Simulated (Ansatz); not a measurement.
## Isomers

Structures of BSiH5O, closed shell, relaxed at PBE0-D4/def2-TZVP (vibrations not checked; lower isomers may exist, and structures with a doubtful reference or unclear bonds are left out). Ansatz 0.2.0; basis: def2-TZVPP; cores frozen in the correlated methods. B3LYP uses VWN-RPA correlation.

Problem. Rank them by CCSD(T) energy, lowest first, and give each one's height above the lowest. Links in brackets join atoms within 1.22 times the sum of their covalent radii (1.1 for two metals). (Judge from chemistry; the value comes from the calculation.)
A.
BSiH₅O ([OH][BH][SiH3])
```
8
angstrom
O 0.1721 1.5107 -1.0157
B -0.5456 0.5441 -0.4037
Si 0.4193 -0.9204 0.6123
H -1.7493 0.5718 -0.4743
H -0.3687 2.1618 -1.4729
H -0.0260 -0.9179 2.0360
H 1.9018 -0.7914 0.5835
H 0.0512 -2.2499 0.0452
```
B.
BSiH₅O ([OH2][B][SiH3])
```
8
angstrom
O -1.2738 0.1628 -1.1503
B -0.1816 0.9748 -0.4297
Si 0.6598 -0.5445 0.6932
H -1.8422 0.6390 -1.7634
H -1.4803 -0.8019 -1.0719
H 0.5531 -0.3227 2.1632
H 2.0918 -0.7982 0.3671
H -0.0992 -1.8286 0.3830
```
C.
BSiH₅O ([BH2][SiH2][OH])
```
8
angstrom
B -0.9452 0.6253 -0.7873
Si 0.6128 0.0667 0.3434
O 0.4074 -1.3038 1.2478
H -1.8874 -0.0758 -1.0209
H -0.9298 1.7039 -1.3074
H 0.9824 1.1229 1.3218
H 1.7571 -0.0820 -0.6143
H 0.0027 -2.0572 0.8170
```

Solution. By the calculation: A (0.0 kJ/mol), C (65.6 kJ/mol), B (448.0 kJ/mol). Heights count from the lowest.

Problem. Do PBE-D4, r2SCAN-D4, PBE0-D4, B3LYP-D4, wB97M-V, HF, MP2 give the same order? (A judgement: the text doesn't fix the answer.)

Solution. Computed: All do.

T1 diagnostic: at most 0.016. The restricted Hartree–Fock reference is unstable towards an unrestricted one at one or more of these structures.

For scale, one of the runs: CCSD(T)/def2-TZVPP, 174 basis functions, launched by `ansatz run in.yaml --threads 2 --pin off --events-out ev --progress --plain --max-ram 4352MiB`. Hardware: 2 CPU threads of an Arm Neoverse V2, shared host. Wall time 28 s; peak host memory 1.5 GiB.
